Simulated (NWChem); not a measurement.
**SiH3F (SMILES F[SiH3]): levels of theory compared**

Aim: a comparison of 6 runs (HF/STO-3G, HF/3-21G, HF/def2-SVP, CAM-B3LYP/6-31+G*, MP2/def2-TZVP, CCSD/def2-TZVPP) of SiH3F. 

Program for the calculation: NWChem 7.3.0.

1 further run of the same task is left out (set aside as unsound or not needed).

## 1. Starting point

SiH3F: 5 atoms, total charge 0, spin state singlet. As SMILES, `F[SiH3]`. Geometry: relaxed at PBE0-D4/def2-TZVP.

Bond lengths: F1–Si2 1.600 Å, Si2–H3 1.482 Å, Si2–H4 1.482 Å, Si2–H5 1.482 Å. Angles: F1–Si2–H3 108.3°, F1–Si2–H4 108.3°, F1–Si2–H5 108.3°, H3–Si2–H4 110.6°, H3–Si2–H5 110.6°, H4–Si2–H5 110.6°.

## 2. Energy and forces at HF/STO-3G (run 1)

File struct.nw:

```
START struct
TITLE "FH3Si hf"
memory stack 880 mb heap 220 mb global 1100 mb

GEOMETRY noautosym nocenter noautoz
 F    -1.274600    0.162800    0.858000
 Si    0.043300   -0.019300   -0.030700
 H    -0.367800   -0.192600   -1.443700
 H     0.768600   -1.217900    0.451600
 H     0.880500    1.193400    0.123400
END

BASIS spherical bse
 F library STO-3G
 Si library STO-3G
 H library STO-3G
END

SCF
 singlet
 rhf
 thresh 1e-08
 maxiter 80
 noprint "final vectors analysis"
END

TASK scf gradient
```

On the command line:

```bash
$ nwchem struct.nw > struct.out
```

The log of the run:

```text
[...]
  functions       =    17
[...]
  wavefunction    = RHF
[...]
         Total SCF energy =   -385.385473902871
      One-electron energy =   -664.356656995216
      Two-electron energy =    215.928371301737
 Nuclear repulsion energy =     63.042811790608
        Time for solution =      0.2s
[...]
                         RHF ENERGY GRADIENTS
    atom               coordinates                        gradient
                 x          y          z           x          y          z
   1 F      -2.408645   0.307647   1.621385    0.016124  -0.002230  -0.010875
   2 Si      0.081825  -0.036472  -0.058015   -0.033890   0.004702   0.022912
   3 H      -0.695041  -0.363961  -2.728197   -0.010888  -0.003369  -0.028433
   4 H       1.452443  -2.301497   0.853400    0.013144  -0.025034   0.011666
   5 H       1.663904   2.255199   0.233192    0.015509   0.025931   0.004731
[...]
```

It took 0.88 s on 1 thread of Intel Xeon Platinum 8559C (Emerald Rapids), shared host; peak memory 0.099 GiB.

## 3. Energy and gradient at HF/3-21G (run 2)

File fh3si.nw:

```
start fh3si
title "FH3Si gradient"
memory stack 880 mb heap 220 mb global 1100 mb

geometry units angstrom noautosym nocenter noautoz
F     -1.274600     0.162800     0.858000
Si     0.043300    -0.019300    -0.030700
H     -0.367800    -0.192600    -1.443700
H      0.768600    -1.217900     0.451600
H      0.880500     1.193400     0.123400
end

basis spherical bse
* library 3-21G
end

scf
thresh 1e-08
maxiter 80
print medium
end

task scf gradient
```

On the command line:

```bash
$ nwchem fh3si.nw > fh3si.out
```

The log of the run:

```text
[...]
  functions       =    28
[...]
  wavefunction    = RHF
[...]
         Total SCF energy =   -388.072906475036
      One-electron energy =   -665.049760998424
      Two-electron energy =    213.934042732780
 Nuclear repulsion energy =     63.042811790608
        Time for solution =      0.3s
[...]
                         RHF ENERGY GRADIENTS
    atom               coordinates                        gradient
                 x          y          z           x          y          z
   1 F      -2.408645   0.307647   1.621385    0.024987  -0.003455  -0.016852
   2 Si      0.081825  -0.036472  -0.058015   -0.020020   0.002780   0.013545
   3 H      -0.695041  -0.363961  -2.728197   -0.002749   0.000057  -0.000497
   4 H       1.452443  -2.301497   0.853400   -0.001186  -0.001338   0.002125
   5 H       1.663904   2.255199   0.233192   -0.001032   0.001956   0.001678
[...]
```

Wall time 1 s (1 thread of Intel Xeon Platinum 8559C (Emerald Rapids), shared host); peak memory 0.099 GiB.

Runs 3 to 5 aren't shown in full; the table further down has their settings and results.

## 4. A single-point energy at CCSD/def2-TZVPP (run 6)

File fh3si.nw:

```
start fh3si
title "FH3Si"
memory stack 880 mb heap 220 mb global 1100 mb
geometry units angstrom noautosym nocenter noautoz
F     -1.274600     0.162800     0.858000
Si     0.043300    -0.019300    -0.030700
H     -0.367800    -0.192600    -1.443700
H      0.768600    -1.217900     0.451600
H      0.880500     1.193400     0.123400
end
basis spherical bse
* library def2-TZVPP
end
scf
nopen 0
rhf
thresh 1e-08
maxiter 80
end
ccsd
freeze core 6
maxiter 60
end
task ccsd energy
```

On the command line:

```bash
$ nwchem fh3si.nw > fh3si.out
```

The log of the run:

```text
[...]
  functions       =   115
[...]
  wavefunction    = RHF
[...]
         Total SCF energy =   -390.232112323758
      One-electron energy =   -667.782204206432
      Two-electron energy =    214.507280092065
 Nuclear repulsion energy =     63.042811790608
        Time for solution =     20.5s
[...]
 Total MP2 energy:           -390.614676015313250
[...]
             energy      energy      error      ampl     ampl      Block
                                                time     time      time
[...]
 Total CCSD energy:           -390.636636173795580
[...]
```

It took 2.7 min on 1 thread of Intel Xeon Platinum 8559C (Emerald Rapids), shared host; peak memory 0.19 GiB.

## 5. The series

| run | level | iteration cap | module | energy (Eh) | dipole moment (D) | largest force (eV/Å) | wall time |
| --- | --- | --- | --- | --- | --- | --- | --- |
| 1 | HF/STO-3G | 80 | scf | -385.385474 | 1.04 | 2.117 | 0.88 s |
| 2 | HF/3-21G | 80 | scf | -388.072906 | 1.84 | 1.560 | 1 s |
| 3 | HF/def2-SVP | 80 | scf | -389.991593 | 1.59 | 0.539 | 4.2 s |
| 4 | CAM-B3LYP/6-31+G* (spherical functions) | 100 | dft | -391.148203 | – | 0.903 | 12 s |
| 5 | MP2/def2-TZVP | 80 | mp2 | -390.604138 | 1.26 | 0.246 | 28 s |
| 6 | CCSD/def2-TZVPP | 80 | ccsd | -390.636636 | – | – | 2.7 min |

## 6. What came out

| quantity | value |
| --- | --- |
| run 6: total energy | -390.63664 Eh |
| run 6: HOMO energy (Hartree–Fock orbitals) | -13.36 eV |
| run 6: LUMO energy (Hartree–Fock orbitals) | 2.91 eV |
| run 6: HOMO–LUMO gap (Hartree–Fock orbitals) | 16.27 eV |
| run 6: correlation energy (6 core orbitals frozen) | -404.5 mEh |

**Reading.** Over runs 1, 2, 3, 5 the dipole moment (its size) runs from 1.04 D (HF/STO-3G) to 1.84 D (HF/3-21G). In run 1 the basis is minimal, so the values are rough. All runs together took 3.5 min, the longest 2.7 min.
